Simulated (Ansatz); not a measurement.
Lattice parameter a of some III–V compounds

Method: PBE-D4 (Ansatz, a quantum-chemistry and plane-wave program, PAW). References are measured values corrected to a static lattice or taken at low temperature (these still hold zero-point motion). The table is a random draw of 6 from 10 solids with such references.

Values in Å.

| solid | reference | PBE-D4 | error (%) |
|---|---|---|---|
| cubic BN | 3.593* | 3.607 | +0.39 |
| zinc-blende GaAs | 5.64* | 5.661 | +0.37 |
| zinc-blende AlP | 5.451* | 5.452 | +0.02 |
| wurtzite AlN | 3.111 | 3.107 | -0.13 |
| zinc-blende GaP | 5.439* | 5.433 | -0.11 |
| zinc-blende InAs | 6.047* | 6.107 | +0.99 |

Over these 6 solids the mean error is +0.26 %, the mean absolute error 0.34 % (median 0.25 %), and the worst case zinc-blende InAs at +0.99 %; the value is too high in 4 of 6 cases. Over all 10 the mean error is +0.30 % and the mean absolute error 0.44 % (median 0.38 %).

A star marks references brought to a static lattice; the others are low-temperature values that still hold zero-point motion, which matters most for light elements.

Spin–orbit coupling is left out, also for the solids with elements from indium on (zinc-blende InAs); its size isn't shown.

Differences are worked out from the printed values.

Caveats: the gap of the solid is closed in this run (zinc-blende InAs). Ansatz's density-functional and Hartree–Fock values are scalar-relativistic unless marked +SOC, with PAW data made under PBE.

Not in this set, of the III–V compounds with a reference value in our tables and a result at some level: 4 for a reference at room or unstated temperature (zinc-blende BAs, wurtzite GaN, zinc-blende GaN, zinc-blende GaSb); 1 for a high-temperature or high-pressure phase (wurtzite BN). These can be a level's worst cases. At least 3 more with a reference value are held back for tests. Layered and molecular crystals are counted apart.

References as tabulated in Mejia-Rodriguez and Trickey (2018), arXiv:1807.09216; Goldzak et al. (2022), arXiv:2208.04865; arXiv:1206.3780.
